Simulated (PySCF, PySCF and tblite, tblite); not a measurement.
# C₃H₄F₂O: telling isomers apart by computed NMR, part 2 of 2

PySCF and tblite. Atoms count from 0. Earlier steps stand in the parts before.

### 10 Shieldings, isomer B, conformer 1: wB97X-D/pcSseg-1 in chloroform

Job settings and geometry (Å):

```
{"job": {"xc": "wB97X-D", "basis": "pcSseg-1", "solvent": "chloroform", "kind": "nmr", "pop": false}, "charge": 0, "multiplicity": 1}
F     -0.097254     1.284546    -1.403995
C      0.067016     0.768519    -0.165823
C      1.016780    -0.417963    -0.016336
O     -0.006975    -1.135884     0.690253
C     -0.994998    -0.234004     0.307204
F     -1.739281    -0.697999    -0.728614
H      0.250660     1.581188     0.555537
H      1.270663    -0.884626    -0.982989
H      1.924599    -0.281698     0.590988
H     -1.682328     0.022573     1.131246
```

What it wrote:

```text
coarse grid: 9000 points
cycle   1  E = -391.2408107749  dE =  1.119e+00  |g| = 9.032e-01  |ddm| = 2.674e+00
cycle   2  E = -391.2079081169  dE =  3.290e-02  |g| = 1.065e+00  |ddm| = 9.704e-01
cycle   3  E = -391.3818216032  dE = -1.739e-01  |g| = 4.206e-02  |ddm| = 5.223e-01
cycle   4  E = -391.3821357612  dE = -3.142e-04  |g| = 1.990e-02  |ddm| = 4.052e-02
cycle   5  E = -391.3821999054  dE = -6.414e-05  |g| = 8.769e-03  |ddm| = 1.691e-02
cycle   6  E = -391.3822121377  dE = -1.223e-05  |g| = 2.018e-03  |ddm| = 6.626e-03
cycle   7  E = -391.3822129156  dE = -7.779e-07  |g| = 4.280e-04  |ddm| = 1.741e-03
final grid: 89528 points
cycle   8  E = -391.4425786010  dE = -1.469e-04  |g| = 9.194e-03  |ddm| = 3.717e-02
cycle   9  E = -391.4425788939  dE = -2.929e-07  |g| = 9.879e-03  |ddm| = 1.076e-02
cycle  10  E = -391.4425927902  dE = -1.390e-05  |g| = 6.356e-04  |ddm| = 4.795e-03
cycle  11  E = -391.4425928831  dE = -9.293e-08  |g| = 3.555e-04  |ddm| = 9.964e-04
cycle  12  E = -391.4425929133  dE = -3.014e-08  |g| = 4.403e-05  |ddm| = 3.434e-04
cycle  13  E = -391.4425929142  dE = -8.718e-10  |g| = 1.516e-05  |ddm| = 1.084e-04
converged SCF energy = -391.4425929142

GIAO shielding tensors (ppm)
atom      isotropic    diamagn.    paramagn.     s11        s22        s33       span
  0 F      398.382     471.014     -72.633    352.917    398.146    444.082     91.166
  1 C      100.554     243.999    -143.445     71.696     87.882    142.085     70.389
  2 C      104.591     248.317    -143.727     73.332     86.671    153.770     80.438
  3 O      261.633     398.293    -136.661    161.791    280.285    342.822    181.031
  4 C       68.154     243.623    -175.469     47.892     76.938     79.631     31.739
  5 F      335.965     472.955    -136.991    245.174    335.956    426.764    181.590
  6 H       26.162      28.505      -2.343     22.444     26.153     29.889      7.445
  7 H       26.369      28.643      -2.273     23.958     24.881     30.269      6.311
  8 H       26.507      28.441      -1.934     23.998     24.931     30.593      6.595
  9 H       25.515      27.985      -2.469     21.498     25.785     29.263      7.765
```

It took 26 s on 1 thread of Intel Xeon at 2.50GHz, shared host; peak memory 0.72 GiB.

In short: HOMO -10.46 eV, LUMO 3.44 eV; dipole 3.09 D.

### 11 Single-point energy, isomer B, conformer 1: B3LYP/def2-TZVP in chloroform

The job, as its differences from that of step 10:

```diff
@@ -1,2 +1,2 @@
-{"job": {"xc": "wB97X-D", "basis": "pcSseg-1", "solvent": "chloroform", "kind": "nmr", "pop": false}, "charge": 0, "multiplicity": 1}
+{"job": {"xc": "B3LYP", "basis": "def2-TZVP", "solvent": "chloroform", "kind": "sp"}, "charge": 0, "multiplicity": 1}
 F     -0.097254     1.284546    -1.403995
```

What it wrote:

```text
coarse grid: 9000 points
cycle   1  E = -391.6424901254  dE =  9.370e-01  |g| = 8.675e-01  |ddm| = 2.460e+00
cycle   2  E = -391.4438939314  dE =  1.986e-01  |g| = 1.418e+00  |ddm| = 1.572e+00
cycle   3  E = -391.7578676723  dE = -3.140e-01  |g| = 7.603e-02  |ddm| = 1.060e+00
cycle   4  E = -391.7584800716  dE = -6.124e-04  |g| = 5.331e-02  |ddm| = 7.742e-02
cycle   5  E = -391.7589100403  dE = -4.300e-04  |g| = 1.175e-02  |ddm| = 3.690e-02
cycle   6  E = -391.7589298352  dE = -1.979e-05  |g| = 3.655e-03  |ddm| = 1.001e-02
cycle   7  E = -391.7589326215  dE = -2.786e-06  |g| = 4.756e-04  |ddm| = 3.013e-03
final grid: 89528 points
cycle   8  E = -391.7613431446  dE = -6.915e-05  |g| = 6.963e-03  |ddm| = 4.891e-02
cycle   9  E = -391.7613326502  dE =  1.049e-05  |g| = 1.064e-02  |ddm| = 9.401e-03
cycle  10  E = -391.7613514065  dE = -1.876e-05  |g| = 7.288e-04  |ddm| = 5.888e-03
cycle  11  E = -391.7613514800  dE = -7.352e-08  |g| = 3.065e-04  |ddm| = 8.738e-04
cycle  12  E = -391.7613514983  dE = -1.829e-08  |g| = 8.280e-05  |ddm| = 2.873e-04
cycle  13  E = -391.7613514992  dE = -9.144e-10  |g| = 3.571e-05  |ddm| = 7.217e-05
cycle  14  E = -391.7613514994  dE = -1.930e-10  |g| = 4.676e-06  |ddm| = 2.516e-05
converged SCF energy = -391.7613514994
```

It took 23 s on 1 thread of Intel Xeon at 2.50GHz, shared host; peak memory 0.9 GiB.

In short: HOMO -8.29 eV, LUMO 1.02 eV; dipole 2.97 D.

### 12 Couplings, isomer B, conformer 1: B3LYP/pcJ-1

The job, as its differences from that of step 11:

```diff
@@ -1,2 +1,2 @@
-{"job": {"xc": "B3LYP", "basis": "def2-TZVP", "solvent": "chloroform", "kind": "sp"}, "charge": 0, "multiplicity": 1}
+{"job": {"xc": "B3LYP", "basis": "pcJ-1", "kind": "j"}, "charge": 0, "multiplicity": 1}
 F     -0.097254     1.284546    -1.403995
```

What it wrote:

```text
coarse grid: 9000 points
cycle   1  E = -391.4133667310  dE =  9.160e-01  |g| = 8.662e-01  |ddm| = 2.561e+00
cycle   2  E = -391.2211311276  dE =  1.922e-01  |g| = 1.408e+00  |ddm| = 1.366e+00
cycle   3  E = -391.5295790695  dE = -3.084e-01  |g| = 7.522e-02  |ddm| = 8.831e-01
cycle   4  E = -391.5301925319  dE = -6.135e-04  |g| = 5.256e-02  |ddm| = 7.078e-02
cycle   5  E = -391.5306100497  dE = -4.175e-04  |g| = 1.231e-02  |ddm| = 3.429e-02
cycle   6  E = -391.5306310245  dE = -2.097e-05  |g| = 3.982e-03  |ddm| = 1.004e-02
cycle   7  E = -391.5306341921  dE = -3.168e-06  |g| = 5.676e-04  |ddm| = 2.975e-03
final grid: 89528 points
cycle   8  E = -391.5933420646  dE = -1.612e-04  |g| = 7.984e-03  |ddm| = 1.645e-02
cycle   9  E = -391.5933284863  dE =  1.358e-05  |g| = 1.207e-02  |ddm| = 1.062e-02
cycle  10  E = -391.5933519610  dE = -2.347e-05  |g| = 7.000e-04  |ddm| = 6.622e-03
cycle  11  E = -391.5933519953  dE = -3.433e-08  |g| = 4.954e-04  |ddm| = 8.445e-04
cycle  12  E = -391.5933520441  dE = -4.883e-08  |g| = 8.100e-05  |ddm| = 3.667e-04
cycle  13  E = -391.5933520450  dE = -9.030e-10  |g| = 2.644e-05  |ddm| = 6.273e-05
converged SCF energy = -391.5933520450

Indirect spin-spin couplings (Hz)
  i      j    bonds     total        FC       PSO       DSO        SD
  0 F    1 C    1   -290.032  -317.854    10.546     0.936    16.341
  0 F    2 C    2     23.029    18.571     1.963    -0.044     2.539
  0 F    3 O    3     12.099     6.139     5.534     0.221     0.205
  0 F    4 C    2     19.487    16.545     0.136     0.043     2.763
  0 F    5 F    3      2.336    -1.398     0.050     0.234     3.449
  0 F    6 H    2     60.090    56.506     7.942    -1.117    -3.241
  0 F    7 H    3     12.962    12.031     0.936     0.282    -0.288
  0 F    8 H    3      9.084     8.576     1.879    -1.448     0.077
  0 F    9 H    3      2.162     1.898     1.555    -1.472     0.181
  1 C    2 C    1     34.137    33.633     0.195     0.310         -
  1 C    3 O    2     -5.903    -5.578    -0.296    -0.029         -
  1 C    4 C    1     39.807    38.978     0.455     0.374         -
  1 C    5 F    2     24.189    21.889    -0.196     0.062     2.434
  1 C    6 H    1    164.430   163.749    -0.651     1.332         -
  1 C    7 H    2     -5.493    -5.663     0.156     0.015         -
  1 C    8 H    2     -1.322    -1.408     0.140    -0.054         -
  1 C    9 H    2      4.047     3.920     0.175    -0.047         -
  2 C    3 O    1     17.679    20.791    -2.983    -0.129         -
  2 C    4 C    2     -8.156    -7.726    -0.506     0.076         -
  2 C    5 F    3     -4.825    -3.802    -0.514    -0.184    -0.325
  2 C    6 H    2     -0.116    -0.114     0.073    -0.075         -
  2 C    7 H    1    158.682   158.018    -0.384     1.048         -
  2 C    8 H    1    159.292   158.592    -0.274     0.974         -
  2 C    9 H    3      8.308     8.437     0.438    -0.568         -
  3 O    4 C    1     22.692    20.304     2.552    -0.164         -
  3 O    5 F    2    -54.729   -16.208   -26.834     0.055   -11.743
  3 O    6 H    3     -0.205    -0.060    -0.304     0.159         -
  3 O    7 H    2     -5.584    -4.862    -0.819     0.097         -
  3 O    8 H    2     -9.251    -8.450    -0.896     0.096         -
  3 O    9 H    2    -11.881   -12.158     0.185     0.091         -
  4 C    5 F    1   -317.736  -322.438    -9.394     1.043    13.053
  4 C    6 H    2      3.116     2.950     0.055     0.111         -
  4 C    7 H    3      0.124     0.382    -0.052    -0.206         -
  4 C    8 H    3      9.982    10.195     0.250    -0.463         -
  4 C    9 H    1    191.463   191.019    -1.000     1.443         -
  5 F    6 H    3     12.587    13.393     1.125    -1.905    -0.026
  5 F    7 H    4     -2.033    -2.132     0.374    -0.046    -0.229
  5 F    8 H    4      0.973     1.192     1.905    -2.036    -0.088
  5 F    9 H    2     75.994    78.868     1.473    -0.935    -3.413
  6 H    7 H    3      6.347     6.438     2.398    -2.489         -
  6 H    8 H    3      6.938     6.946    -0.173     0.165         -
  6 H    9 H    3      3.658     3.592    -0.166     0.231         -
  7 H    8 H    2     -7.463    -7.539     2.215    -2.139         -
  7 H    9 H    4     -0.303    -0.108     2.452    -2.647         -
  8 H    9 H    4      1.271     1.410     1.668    -1.807         -
```

Wall time 53 s (1 thread of Intel Xeon at 2.50GHz, shared host); peak memory 0.9 GiB.

In short: HOMO -8.34 eV, LUMO 0.86 eV; dipole 2.59 D.

### 13 The ensemble, isomer B: properties at wB97X-D/pcSseg-1 in chloroform

Job settings and geometry (Å):

```
{"job": {"study": "conf", "smiles": "F[C@@H]1CO[C@@H]1F", "search": {"seed": 1630, "n_embed": 45, "ff_keep": 10, "window": 2.5, "nmax": 4, "temps": [250, 298.15, 350], "t_ref": 298.15, "order": 0.0005, "geom": true}, "level": {"nmr": {"xc": "wB97X-D", "basis": "pcSseg-1", "solvent": "chloroform"}, "sp": {"xc": "B3LYP", "basis": "def2-TZVP", "solvent": "chloroform"}, "j": {"xc": "B3LYP", "basis": "pcJ-1", "top": 4}}, "kind": "conf"}, "charge": 0, "multiplicity": 1}
F     -0.097254     1.284546    -1.403995
C      0.067016     0.768519    -0.165823
C      1.016780    -0.417963    -0.016336
O     -0.006975    -1.135884     0.690253
C     -0.994998    -0.234004     0.307204
F     -1.739281    -0.697999    -0.728614
H      0.250660     1.581188     0.555537
H      1.270663    -0.884626    -0.982989
H      1.924599    -0.281698     0.590988
H     -1.682328     0.022573     1.131246
```

What it wrote:

```text
conformer  sym    E(xTB)   E(DFT)   G(298.15 K)  weight  dipole/D
    1     C1      0.000    0.000    0.000   1.0000    2.965

mean shielding (ppm) by class
class atoms           250 K   298.15 K      350 K
  0 F  0            398.382    398.382    398.382
  1 C  1            100.554    100.554    100.554
  2 C  2            104.591    104.591    104.591
  3 O  3            261.633    261.633    261.633
  4 C  4             68.154     68.154     68.154
  5 F  5            335.965    335.965    335.965
  6 H  6             26.162     26.162     26.162
  7 H  7             26.369     26.369     26.369
  8 H  8             26.507     26.507     26.507
  9 H  9             25.515     25.515     25.515
```

Run time: 1.7 min. Hardware: 1 thread of Intel Xeon at 2.50GHz, shared host. This counts the runs that the step sums up.

The search (ETKDG and KDG, MMFF94s, GFN2-xTB) embedded 45 structures, kept 1 distinct ones after the force field and 1 after xTB; 1 was carried on (window 2.5 kcal/mol at the search's own energies). Energies: B3LYP/def2-TZVP in chloroform with D3(BJ).

The conformers at 298 K:

```csv
no.,group,mirror pair,ΔE xTB,ΔE DFT,ΔG,weight (%),μ (D),"A, B, C (GHz)"
1,C1,no,0.00,0.00,0.00,100.0,2.96,"5.06, 4.14, 2.67"
```

Energies in kcal/mol. ΔG holds xTB vibrations and rotation, symmetry numbers and mirror pairs.

Shifts against references run at the same level ($^{19}$F CFCl3 189.5, $^{17}$O H2O 339.6, $^{13}$C TMS 185.3, $^{1}$H TMS 31.36 ppm of shielding), by class of atoms, at 298 K:

| atoms | environment | average |
| --- | --- | --- |
| C4 | sp3 CH bonded to F and O | 117.1 |
| C1 | sp3 CH bonded to F | 84.7 |
| C2 | sp3 CH2 bonded to O | 80.7 |
| H9 | hydrogen on an sp3 CH bonded to F and O | 5.85 |
| H6 | hydrogen on an sp3 CH bonded to F | 5.20 |
| H7 | hydrogen on an sp3 CH2 bonded to O | 4.99 |
| H8 | hydrogen on an sp3 CH2 bonded to O | 4.85 |
| F5 | fluorine on an sp3 carbon | -146.5 |
| F0 | fluorine on an sp3 carbon | -208.9 |
| O3 | ether oxygen | 78.0 |

Couplings (Hz, B3LYP/pcJ-1; one pair named for each class, the eight largest averages at most for each number of bonds), from conformers that hold 100 % of the weight:

```
 pair  bonds  average
C4–F5      1   -317.7
F0–C1      1   -290.0
C4–H9      1    191.5
C1–H6      1    164.4
C2–H8      1    159.3
C2–H7      1    158.7
C1–C4      1     39.8
C1–C2      1     34.1
F5–H9      2     76.0
F0–H6      2     60.1
O3–F5      2    -54.7
C1–F5      2     24.2
F0–C2      2     23.0
F0–C4      2     19.5
O3–H9      2    -11.9
O3–H8      2     -9.2
F0–H7      3     13.0
F5–H6      3     12.6
F0–O3      3     12.1
C4–H8      3     10.0
F0–H8      3      9.1
C2–H9      3      8.3
H6–H8      3      6.9
H6–H7      3      6.3
F5–H7      4     -2.0
H8–H9      4      1.3
F5–H8      4      1.0
```

Effective distances for nuclear Overhauser effects, ⟨r⁻⁶⟩^(−1/6) as a mean over all pairs of two classes, so longer than the nearest pair where a class holds remote atoms (Å): H7···H8 1.81; H6···H8 2.50; H6···H9 2.55; H6···H7 3.08; H8···H9 3.66; H7···H9 3.74.

### 14 Shieldings, isomer A, conformer 1: PBE0/6-31G*

Job settings and geometry (Å):

```
{"job": {"xc": "PBE0", "basis": "6-31G*", "scf": {"aux": "def2-universal-jkfit"}, "kind": "nmr", "pop": false}, "charge": 0, "multiplicity": 1}
F     -0.695487     1.766257    -0.259651
C     -0.207406     0.655689     0.349518
C     -0.889189    -0.662017    -0.010070
O      0.352951    -1.196076    -0.480536
C      1.018716     0.020316    -0.303264
F      2.093493    -0.108150     0.508696
H     -0.066758     0.845300     1.425501
H     -1.318555    -1.255837     0.813143
H     -1.632848    -0.544817    -0.816153
H      1.353964     0.483989    -1.249714
```

What it wrote:

```text
final grid: 89528 points
cycle   1  E = -391.0541578959  dE =  9.788e-01  |g| = 8.349e-01  |ddm| = 3.001e+00
cycle   2  E = -390.9055745453  dE =  1.486e-01  |g| = 1.255e+00  |ddm| = 1.453e+00
cycle   3  E = -391.1744909078  dE = -2.689e-01  |g| = 6.010e-02  |ddm| = 9.168e-01
cycle   4  E = -391.1750236139  dE = -5.327e-04  |g| = 3.605e-02  |ddm| = 6.966e-02
cycle   5  E = -391.1752444355  dE = -2.208e-04  |g| = 8.500e-03  |ddm| = 2.896e-02
cycle   6  E = -391.1752568600  dE = -1.242e-05  |g| = 2.587e-03  |ddm| = 9.176e-03
cycle   7  E = -391.1752582949  dE = -1.435e-06  |g| = 3.190e-04  |ddm| = 2.375e-03
cycle   8  E = -391.1752583124  dE = -1.750e-08  |g| = 1.453e-04  |ddm| = 3.777e-04
cycle   9  E = -391.1752583164  dE = -3.960e-09  |g| = 2.635e-05  |ddm| = 1.253e-04
cycle  10  E = -391.1752583165  dE = -1.108e-10  |g| = 8.057e-06  |ddm| = 2.671e-05
converged SCF energy = -391.1752583165

GIAO shielding tensors (ppm)
atom      isotropic    diamagn.    paramagn.     s11        s22        s33       span
  0 F      397.337     468.369     -71.032    365.937    397.936    428.139     62.201
  1 C      108.842     243.915    -135.072     85.322     96.840    144.365     59.042
  2 C      127.805     247.567    -119.762    104.873    114.023    164.521     59.648
  3 O      279.672     393.606    -113.934    215.893    266.135    356.987    141.095
  4 C       83.913     241.749    -157.836     67.632     89.809     94.299     26.666
  5 F      321.285     469.030    -147.745    247.470    325.353    391.031    143.561
  6 H       26.923      28.033      -1.110     23.490     27.503     29.776      6.286
  7 H       27.525      28.377      -0.851     24.774     25.972     31.831      7.057
  8 H       27.738      28.560      -0.823     25.708     26.366     31.138      5.430
  9 H       26.071      27.358      -1.287     22.822     27.018     28.374      5.552
```

It took 16 s on 1 thread of Intel Xeon at 2.50GHz, shared host; peak memory 0.53 GiB.

In short: HOMO -8.07 eV, LUMO 2.02 eV; dipole 1.51 D.

### 15 Averages, isomer A: properties at PBE0/6-31G*

Job settings and geometry (Å):

```
{"job": {"study": "conf", "smiles": "F[C@H]1CO[C@@H]1F", "search": {"seed": 1630, "n_embed": 45, "ff_keep": 10, "window": 2.5, "nmax": 4, "temps": [250, 298.15, 350], "t_ref": 298.15, "order": 0.0005, "geom": true}, "level": {"nmr": {"xc": "PBE0", "basis": "6-31G*", "scf": {"aux": "def2-universal-jkfit"}}, "change": "PBE0/6-31G*; aux def2-universal-jkfit"}, "kind": "conf"}, "charge": 0, "multiplicity": 1}
F     -0.695487     1.766257    -0.259651
C     -0.207406     0.655689     0.349518
C     -0.889189    -0.662017    -0.010070
O      0.352951    -1.196076    -0.480536
C      1.018716     0.020316    -0.303264
F      2.093493    -0.108150     0.508696
H     -0.066758     0.845300     1.425501
H     -1.318555    -1.255837     0.813143
H     -1.632848    -0.544817    -0.816153
H      1.353964     0.483989    -1.249714
```

What it wrote:

```text
conformer  sym    E(xTB)   E(DFT)   G(298.15 K)  weight  dipole/D
    1     C1      0.000    0.000    0.000   1.0000    1.513

mean shielding (ppm) by class
class atoms           250 K   298.15 K      350 K
  0 F  0            397.337    397.337    397.337
  1 C  1            108.843    108.843    108.843
  2 C  2            127.805    127.805    127.805
  3 O  3            279.671    279.671    279.671
  4 C  4             83.913     83.913     83.913
  5 F  5            321.285    321.285    321.285
  6 H  6             26.923     26.923     26.923
  7 H  7             27.525     27.525     27.525
  8 H  8             27.738     27.738     27.738
  9 H  9             26.071     26.071     26.071
```

Wall time 16 s (1 thread of Intel Xeon at 2.50GHz, shared host). This counts the runs that the step sums up.

Against the first level, at 298 K (shifts, ppm; largest changes first):

```csv
atoms,wB97X-D/pcSseg-1 in chloroform,PBE0/6-31G*,change
O3,65.5,44.5,-21.0
C4,118.4,110.2,-8.2
C1,92.6,85.3,-7.3
C2,72.7,66.3,-6.3
F0,-202.4,-198.4,+3.9
F5,-123.7,-122.4,+1.3
H8,4.56,4.23,-0.34
H7,4.75,4.44,-0.31
H6,5.20,5.04,-0.16
H9,6.03,5.89,-0.14
```

Weights: from B3LYP/def2-TZVP in chloroform energies 1: 100 %; from PBE0/6-31G* energies 1: 100 % (with a dispersion term where the level has one and the same thermal terms, so they don't follow from the SCF energies alone). Times: 1.7 min and 16 s.

### 16 Which isomer fits the signals?

Job settings and geometry (Å):

```
{"job": {"study": "set", "relation": "diastereomers", "members": [{"smiles": "[F:1][C@H:2]1[CH2:3][O:4][C@@H:5]1[F:6]"}, {"smiles": "[F:1][C@@H:2]1[CH2:3][O:4][C@@H:5]1[F:6]"}], "charge": 0, "search": {"seed": 1630, "n_embed": 45, "ff_keep": 10, "window": 2.5, "nmax": 4, "temps": [250, 298.15, 350], "t_ref": 298.15, "order": 0.0005, "geom": true}, "level": {"nmr": {"xc": "wB97X-D", "basis": "pcSseg-1", "solvent": "chloroform"}, "sp": {"xc": "B3LYP", "basis": "def2-TZVP", "solvent": "chloroform"}, "j": {"xc": "B3LYP", "basis": "pcJ-1", "top": 4}}, "dp4": {"C": [2.0, 10], "H": [0.12, 10]}, "second_levels": [{"nmr": {"xc": "PBE0", "basis": "6-31G*", "scf": {"aux": "def2-universal-jkfit"}}, "wide": true, "change": "PBE0/6-31G*; aux def2-universal-jkfit"}], "kind": "set"}, "charge": 0, "multiplicity": 1}
F     -0.695487     1.766257    -0.259651
C     -0.207406     0.655689     0.349518
C     -0.889189    -0.662017    -0.010070
O      0.352951    -1.196076    -0.480536
C      1.018716     0.020316    -0.303264
F      2.093493    -0.108150     0.508696
H     -0.066758     0.845300     1.425501
H     -1.318555    -1.255837     0.813143
H     -1.632848    -0.544817    -0.816153
H      1.353964     0.483989    -1.249714
```

What it wrote:

```text
isomer  G rel   conformers  SMILES
A     0.000      1   F[C@H]1CO[C@@H]1F
B     0.682      1   F[C@@H]1CO[C@@H]1F

signals of isomer A at the second level: probabilities [1.0, 0.0]
```

Run time: 4.6 min. Hardware: 1 thread of Intel Xeon at 2.50GHz, shared host; peak memory 0.9 GiB. This counts the whole study up to here.

The 2 candidates (diastereomers), with energies and dipoles from their ensembles above, at 298 K; shieldings at wB97X-D/pcSseg-1 in chloroform:

```
isomer              SMILES  conformers    ΔE    ΔG  μ rms (D)
     A   F[C@H]1CO[C@@H]1F           1  0.00  0.00       1.83
     B  F[C@@H]1CO[C@@H]1F           1  0.62  0.68       2.96
```

Energies in kcal/mol.

The signals of isomer A, computed at a second level (PBE0/6-31G*), stand in for a spectrum. The test takes 3 C values, 4 H values (hydrogens on carbon alone). Each candidate's shieldings are matched to them by assigned atoms (like hydrogens of one group may swap) by a straight-line fit, or by a shift alone where signals are few or close (slope 1; a small slope inflates the errors), and the errors are weighed by Student-t tails (C: width 2.0 ppm, H: width 0.12 ppm).

```csv
candidate,C slope,C mean error,C largest,H slope,H mean error,H largest,P(C),P(H),P(all)
A,1.00,0.7,1.0,0.88,0.03,0.07,100.0,90.8,100.0
B,1.00,5.0,7.5,0.58,0.09,0.18,0.0,9.2,0.0
```

Errors in ppm, probabilities in per cent.

### 17 Outcome

What follows sums up all 2 parts.

| quantity | value |
| --- | --- |
| conformers, isomer A | 1; the first in weight is no. 1 (C1), 100 % at 298 K |
| root-mean-square dipole, isomer A | 1.83 D |
| averaged $^{13}$C shifts, isomer A (wB97X-D/pcSseg-1 in chloroform) | 118.4, 92.6, 72.7 ppm |
| averaged $^{1}$H shifts, isomer A (wB97X-D/pcSseg-1 in chloroform) | 6.03, 5.20, 4.75, 4.56 ppm |
| averaged $^{19}$F shifts, isomer A (wB97X-D/pcSseg-1 in chloroform) | -123.7, -202.4 ppm |
| conformers, isomer B | 1; the first in weight is no. 1 (C1), 100 % at 298 K |
| root-mean-square dipole, isomer B | 2.96 D |
| averaged $^{13}$C shifts, isomer B (wB97X-D/pcSseg-1 in chloroform) | 117.1, 84.7, 80.7 ppm |
| averaged $^{1}$H shifts, isomer B (wB97X-D/pcSseg-1 in chloroform) | 5.85, 5.20, 4.99, 4.85 ppm |
| averaged $^{19}$F shifts, isomer B (wB97X-D/pcSseg-1 in chloroform) | -146.5, -208.9 ppm |
| lowest in free energy | isomer A |
| signals of A (PBE0/6-31G*) | best fit A, 100 % |

What this shows: The search found one conformer for isomer A in the window, so the averages are its own values. The search found one conformer for isomer B in the window, so the averages are its own values. Going from wB97X-D/pcSseg-1 in chloroform to PBE0/6-31G* moves O3 of isomer A most, by 21.0 ppm. The test names the right isomer, A, with 100 %. The stand-in spectrum is computed, so it shares geometries and errors with the candidates; a measured one would test harder.
